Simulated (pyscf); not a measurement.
Thermochemistry of product channels of H₃Si–SH (SMILES [SiH3]S) + H₂S (SMILES S) on the singlet surface, in kcal/mol, from ωB97M-D3(BJ)/def2-TZVP energies (ideal gas, 1 atm, RRHO with modes under 100 cm⁻¹ raised to 100, one conformer, R ln 2 for chiral ones without a mode under 150 cm⁻¹). Single points on ωB97X-D3(BJ)/def2-SVP structures (PySCF, gas phase).

```tsv
products	ΔE	ΔH(298 K)	ΔG(600 K)	ΔG(900 K)
H₃Si–S–SH (SMILES [SiH3]SS) + H₂ (SMILES [H][H])	…	+13.6	+17.3	…
HS–SH (SMILES SS) + SiH₄ (SMILES [SiH4])	+22.5	+22.4	+24.8	+26.1
HS–SiH₂–SH (SMILES S[SiH2]S) + H₂ (SMILES [H][H])	-10.0	-11.2	-6.1	…
```

Task: What belongs in the gaps?

Result: 
- H₃Si–S–SH (SMILES [SiH3]SS) + H₂ (SMILES [H][H]), ΔE: +15.0
- H₃Si–S–SH (SMILES [SiH3]SS) + H₂ (SMILES [H][H]), ΔG(900 K): +18.5
- HS–SiH₂–SH (SMILES S[SiH2]S) + H₂ (SMILES [H][H]), ΔG(900 K): -4.3

These are energies of the channels, which say nothing of barriers.
